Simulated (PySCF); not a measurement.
# SiH: doublet, from a linear start

Aim: relax SiH as a doublet from a linear start, check by its vibrations whether the end is a minimum, and collect its spectrum and constants.

Program: PySCF 2.14.0. Level of theory: PBE, basis Si def2-SVP, H def2-SVP, no relativity, density fitting. These are calculated values, not measurements.

### Step 1. The system as given

2 atoms, charge 0, spin multiplicity 2.

Bond lengths: Si1–H2 1.554 Å.

```xyz
2
charge 0 multiplicity 2
Si    0.0000    0.0000    0.0000
H     0.0000    0.0000    1.5540
```

### Step 2. The SCF at the typed geometry

The steps below are one call of a driver around PySCF. For each, scf.py gives the equivalent set-up of the SCF; relaxations use the driver's own optimiser. After this first run the driver tries any further starts and a stability analysis.

scf.py

```python
from pyscf import gto, scf, dft
mol = gto.M(atom='''
Si     0.000000     0.000000     0.000000
H      0.000000     0.000000     1.554000''',
    basis={'Si': 'def2-SVP', 'H': 'def2-SVP'},
    charge=0, spin=1)
mf = dft.UKS(mol, xc='PBE')
mf.grids.atom_grid = (50, 194)
aux = {'Si': 'def2-universal-JKFIT', 'H': 'def2-universal-JKFIT'}
mf = mf.density_fit(auxbasis=aux)
mf.conv_tol = 1e-08
mf.diis_space = 10
mf.max_cycle = 60
mf.init_guess = 'minao'
mf.verbose = 4
mf.kernel()
```

Launch:

```bash
OMP_NUM_THREADS=2 python axn.py task.json out
```

The program printed:

```text
init E= -289.629906008907
[... the frontier-level lines of each cycle are left out ...]
cycle= 1 E= -289.730711713246  delta_E= -0.101  |g|= 0.0821  |ddm|= 0.948
cycle= 2 E= -289.733399332444  delta_E= -0.00269  |g|= 0.0547  |ddm|= 0.232
cycle= 3 E= -289.736247884486  delta_E= -0.00285  |g|= 0.0123  |ddm|= 0.152
cycle= 4 E= -289.736435132908  delta_E= -0.000187  |g|= 0.00213  |ddm|= 0.0418
cycle= 5 E= -289.73644071872  delta_E= -5.59e-06  |g|= 0.000404  |ddm|= 0.00567
cycle= 6 E= -289.736440887775  delta_E= -1.69e-07  |g|= 5.01e-05  |ddm|= 0.00126
cycle= 7 E= -289.736440890706  delta_E= -2.93e-09  |g|= 8.56e-06  |ddm|= 0.000156
Extra cycle  E= -289.736440890856  delta_E= -1.51e-10  |g|= 3.99e-06  |ddm|= 3.88e-05
converged SCF energy = -289.736440890856  <S^2> = 0.75370412  2S+1 = 2.0037007
```

This step, with its further starts and checks, ran for 0.7 s (2 threads of Arm Neoverse N1, shared host).

No lower solution of this spin turned up in the test of internal stability.

### Step 3. Linear start, doublet: relaxation

The program finds C∞v symmetry in the start, which this walk keeps.

Changes to scf.py since step 2:

```diff
@@ -3,2 +3,2 @@
-Si     0.000000     0.000000     0.000000
-H      0.000000     0.000000     1.554000''',
+Si     0.000000     0.000000    -0.054034
+H      0.000000     0.000000     1.499966''',
@@ -14 +13,0 @@
-mf.init_guess = 'minao'
```

Steps of the walk:

| step | energy (Eh) | change (kJ/mol) | largest symmetric gradient (Eh/bohr) |
| --- | --- | --- | --- |
| 0 | -289.736441 | 0.00 | 0.00050 |
| 1 | -289.736442 | 0.00 | 0.00012 |

The walk took under 0.5 s.

Positions (Å) and forces (eV/Å) along the way:

```
step 0
Si   0.000   0.000  -0.054   0.000   0.000  -0.026
H    0.000   0.000   1.500   0.000   0.000   0.026
step 1
Si   0.000   0.000  -0.055   0.000   0.000  -0.006
H    0.000   0.000   1.501   0.000   0.000   0.006
```

It settles in C∞v symmetry, 0.0 kJ/mol below the start, after 1 steps: Si–H 1.555 Å.

### Step 4. Vibrations and properties at this point

On the finer grid the gradient is checked again; gradients at displacements of ±0.02 bohr then give force constants and infrared intensities.

Changes to scf.py since step 3:

```diff
@@ -3,2 +3,2 @@
-Si     0.000000     0.000000    -0.054034
-H      0.000000     0.000000     1.499966''',
+Si    -0.000000     0.000000    -0.054284
+H      0.000000    -0.000000     1.501468''',
@@ -8 +8 @@
-mf.grids.atom_grid = (50, 194)
+mf.grids.atom_grid = (75, 302)
@@ -11 +11 @@
-mf.conv_tol = 1e-08
+mf.conv_tol = 1e-10
```

The driver hands on the density of the step before, so the log starts near convergence.

SCF at the final geometry:

```text
init E= -289.736432999181
[... the frontier-level lines of each cycle are left out ...]
cycle= 1 E= -289.736432999182  delta_E= -5.68e-13  |g|= 2.32e-07  |ddm|= 3.05e-06
Extra cycle  E= -289.736432999182  delta_E= -5.68e-14  |g|= 2.18e-07  |ddm|= 2.99e-06
converged SCF energy = -289.736432999182  <S^2> = 0.75370466  2S+1 = 2.0037012
```

The whole step took 4 s.

Geometry: C∞v; Si–H 1.556 Å.

Harmonic modes (main isotopes):

```
ω (cm⁻¹)  IR (km/mol)     type
    1948          290  stretch
```

All wavenumbers are real: a minimum.

The SCF density has lower symmetry than the nuclear frame, so the modes carry no labels; pairs that should be degenerate can split.

Constants and moments:

- Dipole moment: 0.23 D
- Highest occupied level: -4.41 eV
- Lowest empty level: -4.13 eV
- Rotational constants: 7.16 cm⁻¹
- Zero-point energy: 11.7 kJ/mol
- Principal polarisabilities: 20.0, 23.3, 31.6 bohr³
- Atomisation energy without zero-point energy: 298 kJ/mol
- Principal traceless quadrupole moments about the centre of mass: -2.64, -1.95, 4.59 D Å
- Entropy at 298.15 K and 1 bar (electronic part: spin only): 192.9 J/(mol K)
- Heat capacity Cp at 298.15 K: 29.2 J/(mol K)
- Enthalpy at 298.15 K above 0 K: 8.68 kJ/mol
- Rotational symmetry number: 1
- Spin squared ⟨S²⟩: 0.754

Populations by atom (charges in e):

| atom | Mulliken | Löwdin | polar tensor | spin (Mulliken) | Mayer order to Si1 |
| --- | --- | --- | --- | --- | --- |
| Si1 | 0.09 | 0.12 | 0.16 | 1.03 | – |
| H2 | -0.09 | -0.12 | -0.16 | -0.03 | 0.93 |

Outer orbital energies (eV). α occupied: -1780.44, -138.31, -95.36, -95.16, -95.02, -11.90, -6.64, -4.41; empty: -4.13, 0.72, 3.68, 8.34. β occupied: -1780.37, -138.23, -95.32, -94.98, -94.94, -11.29, -6.35; empty: -3.75, -2.71, 1.07, 4.20.

Mulliken populations on Si1: s 5.93, p 7.94, d 0.04.

### Step 5. Results

```
                                          quantity            value
                                           minimum     doublet, C∞v
                                          geometry     Si–H 1.556 Å
                                wavenumbers (cm⁻¹)             1948
                                     dipole moment           0.23 D
highest occupied, lowest empty level (either spin)  -4.41, -4.13 eV
                        polar-tensor charge of Si1          +0.16 e
                                 zero-point energy      11.7 kJ/mol
                               entropy at 298.15 K  192.9 J/(mol K)
         atomisation energy (no zero-point energy)       298 kJ/mol
                                              ⟨S²⟩            0.754
```

The molecule stays C∞v, as typed, and the end point is a minimum. The strongest infrared band lies at 1948 cm⁻¹ (stretch). Most of the spin sits on Si1 (Mulliken spin 1.03, against 1 for the whole molecule). Only this shape and spin were tried, so other structures or states may lie lower. The SCF density has lower symmetry than the nuclear frame.

The search up to here took 5.3 s.
